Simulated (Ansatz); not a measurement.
One crystal and one scan (energy against volume) at two levels, r2SCAN (plane waves to 500 eV, PAW, scalar-relativistic; Ansatz, a program for electronic structure) and PBE (plane waves to 420 eV, PAW, scalar-relativistic; Ansatz), each from its own relaxed cell and on its own mesh. The cell shown is that of r2SCAN.

Ca (fcc, Cu type)

```
Ca
1.0
    0.00000     2.78428     2.78428
    2.78428     0.00000     2.78428
    2.78428     2.78428     0.00000
Ca
1
Cartesian
  0.00000   0.00000   0.00000
```

The volume is varied about the relaxed value V₀ at fixed cell shape. Symmetry pins the atoms to their sites.

Energies are smeared free energies. Ca was relaxed with its symmetry unable to fall. The PAW data are Ansatz's earlier set. Percentages come from the unrounded values. Both scans cover V/V₀ from 0.940 to 1.060.

Results of r2SCAN:

| Property | Value |
|---|---|
| Lattice constant a (Å) | 5.569 |
| Bulk modulus B₀ (third-order Birch-Murnaghan fit) (GPa) | 17.9 |

Problem. What does PBE give for the same quantities?

Solution. 
```csv
quantity,PBE,r2SCAN − PBE
Lattice constant a (Å),5.526,+0.043 (+0.8 %)
Bulk modulus B₀ (third-order Birch-Murnaghan fit) (GPa),17.4,+0.5 (+3 %)
```

r2SCAN gives the higher value for: lattice constant a; bulk modulus B₀. For the lattice constant a the reference is 5.553 Å (measured, corrected to the static lattice; as given in Gábor I. Csonka, John P. Perdew, Adrienn Ruzsinszky et al., Physical Review B (2009), arXiv:0903.4037): within its tolerance of 0.3 % it doesn't tell which level is nearer. 

(Under strain, the slope of the energy per volume gives the stress and its curvature an elastic modulus.)
